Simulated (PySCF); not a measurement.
# Working out the ionisation energy of Al

Al [Ne] 3s2 3p1 (2P) → Al⁺ [Ne] 3s2 (1S). Computed with PySCF 2.14 in def2-TZVPPD (6s5p4d1f, 48 functions), with the non-relativistic Hamiltonian (point nucleus). Frozen: 1s2. Energies in hartree (1 hartree = 27.21139 eV):

```json
{"part": "UHF", "Al (lower)": "-241.874447", "Al⁺ (upper)": "-241.668826"}
{"part": "MP2 opposite-spin", "Al (lower)": "-0.139530", "Al⁺ (upper)": "-0.134600"}
{"part": "MP2 same-spin", "Al (lower)": "-0.047120", "Al⁺ (upper)": "-0.044965"}
```

What does Hartree-Fock give?

(-241.668826) − (-241.874447) = 0.205621 hartree = 5.595 eV.

What do MP2 and SCS-MP2 (6/5 opposite-spin, 1/3 same-spin) give?

The opposite-spin parts differ by 0.134 eV and the same-spin parts by 0.059 eV. MP2: 5.595 + (0.134) + (0.059) = 5.788 eV. SCS-MP2: 5.595 + 1.2 × (0.134) + (0.059)/3 = 5.775 eV.

Measured between the centres of the two terms (NIST): 5.977 eV, so MP2 (valence and next inner shell) is off by -0.189 eV.

What remains against the reference includes basis incompleteness, the frozen core and correlation beyond second order.
